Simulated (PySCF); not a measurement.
# AlH with other numerical set-ups

The method stays; parts of the set-up, such as the basis or the Hamiltonian, are changed.

Computed with PySCF 2.14.0. Level: each script names its method and basis.

2 further runs of the same task are left out: 2 that didn't finish.

## (1) Where the work starts

AlH: 2 atoms, charge 0, spin multiplicity 1.

Bond lengths: Al1–H2 1.742 Å.

## (2) The base run

Input file input.py:

```python
from pyscf import gto, scf, cc

mol = gto.M(
    atom='Al 0 0 0; H 0 0 1.742',
    basis='pcseg-2',
    charge=0,
    spin=0,
    verbose=4,
)
mf = scf.RHF(mol)
mf.kernel()
mycc = cc.CCSD(mf, frozen=5)
mycc.kernel()
mf.dip_moment()
print('orbital energies (hartree):', mf.mo_energy[..., max(0, mol.nelec[1]-3):mol.nelec[0]+3].round(4))
```

Run with:

```
$ OMP_NUM_THREADS=1 python input.py
```

Its log is not repeated here.

Base result: E(SCF) = -242.452125 Eh, 8 cycles, E(CCSD) − E(SCF) = -0.07737 Eh, μ = 0.36 D (of the SCF density).

The bond length is a typed value, not an optimised one.

## (3) Ano-rcc-vdzp (X2C on)

Variant 1 changes basis set: pcseg-2 → ano-rcc-vdzp; spin-free X2C: off → on.

Input file input.py:

```python
from pyscf import gto, scf, cc

mol = gto.M(
    atom='Al 0 0 0; H 0 0 1.742',
    basis='ano-rcc-vdzp',
    charge=0,
    spin=0,
    verbose=4,
)
mf = scf.RHF(mol)
mf = mf.sfx2c1e()
mf.kernel()
mycc = cc.CCSD(mf, frozen=5)
mycc.kernel()
mf.dip_moment()
print('orbital energies (hartree):', mf.mo_energy[..., max(0, mol.nelec[1]-3):mol.nelec[0]+3].round(4))
```

Run with:

```
$ OMP_NUM_THREADS=1 python input.py
```

## (4) Jorge-tzp-dkh (X2C on)

Variant 2 changes basis set: pcseg-2 → jorge-tzp-dkh; spin-free X2C: off → on.

Changes to input.py since step 2:

```diff
@@ -4,3 +4,3 @@
     atom='Al 0 0 0; H 0 0 1.742',
-    basis='pcseg-2',
+    basis='jorge-tzp-dkh',
     charge=0,
@@ -10,2 +10,3 @@
 mf = scf.RHF(mol)
+mf = mf.sfx2c1e()
 mf.kernel()
```

Before running it: what results should come out? Wanted: for each run, E(SCF); from base; gap; SCF dipole; after the SCF.

**Answer**, as computed:

| run | E(SCF) (hartree) | from base (eV) | cycles | gap (eV) | SCF dipole (D) | functions | after the SCF |
| --- | --- | --- | --- | --- | --- | --- | --- |
| base | -242.452125 | 0 | 8 | 8.51 | 0.36 | 48 | CCSD correlation -2.105 eV, core frozen |
| ano-rcc-vdzp (X2C on) | -242.893431 | not comparable | 8 | 9.15 | 0.30 | 23 | CCSD correlation -1.946 eV, core frozen |
| jorge-tzp-dkh (X2C on) | -242.893264 | not comparable | 8 | 8.57 | 0.34 | 54 | CCSD correlation -2.264 eV, core frozen |

In words: Total energies from different bases, Hamiltonians or methods carry different errors, so properties are taken as differences within one set-up.
